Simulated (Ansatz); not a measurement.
`CC(=N)CF` from Hartree–Fock to CCSD(T)

```xyz
11

C     1.211    0.076   -0.731
C     0.096   -0.402    0.141
N     0.130   -1.544    0.678
C    -1.037    0.576    0.314
F    -2.021    0.066    1.126
H     1.979   -0.693   -0.792
H     1.653    0.995   -0.334
H     0.849    0.303   -1.739
H    -0.713   -1.696    1.234
H    -1.480    0.815   -0.659
H    -0.667    1.505    0.761
```

The species carries charge 0 and has multiplicity 1. All single points use the PBE0-D4/def2-TZVP geometry. It is one conformer, not always the lowest. Frozen core, restricted reference, Ansatz. CBS rows extrapolate triple and quadruple zeta; past MP2 they add the triple-zeta difference.

```csv
basis,HF (Eh),MP2 corr.,CCSD corr.,(T),CCSD(T) total
def2-SVP,-270.75815,-0.75882,-0.80367,-0.02318,-271.58500
def2-TZVPP,?,-0.95316,-0.98602,-0.03878,?
def2-QZVPP,?,-1.02379,–,–,–
CBS(def2),-271.09371,?,?,as TZ,?
```

Question: Fill in the withheld values. (Estimate.)

Answer: The calculation gave: def2-TZVPP HF (Eh): -271.07968; def2-TZVPP CCSD(T) total: -272.10448; def2-QZVPP HF (Eh): -271.09201; CBS(def2) MP2 corr.: -1.07610; CBS(def2) CCSD corr.: -1.10896; CBS(def2) CCSD(T) total: -272.24145.
